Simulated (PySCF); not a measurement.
## Li: electron affinity

Li⁻ [He] 2s2 (1S) → Li [He] 2s1 (2S), as a difference of total energies. All numbers are calculated (PySCF 2.14, the non-relativistic Hamiltonian (point nucleus), in aug-cc-pCVTZ (7s6p4d2f, 59 functions)). Correlated levels: valence: 1s2 frozen. The calculations carry no spin-orbit coupling.

```json
{"method": "UHF", "electron affinity (eV)": "-0.124"}
{"method": "MP2 (valence)", "electron affinity (eV)": "0.351"}
{"method": "SCS-MP2 (valence)", "electron affinity (eV)": "0.446"}
{"method": "CCSD (valence)", "electron affinity (eV)": "0.615"}
```

Errors of the correlated levels include the incompleteness of this basis and the frozen core.

A negative affinity means that the anion lies above the atom at that level of theory.

With two correlated electrons CCSD is exact in that space.

The coupled-cluster amplitudes are large for Li⁻ (T1 above 0.03 or a double amplitude above 0.15), so a single reference is strained.

Q: Which method comes closest to the reference value, and which is furthest?

A: The reference is 0.618 eV (measured; photodetachment measurements, as compiled on the Wikipedia data page of electron affinities). Closest: CCSD (valence) (error -0.003 eV); furthest: UHF (error -0.742 eV).
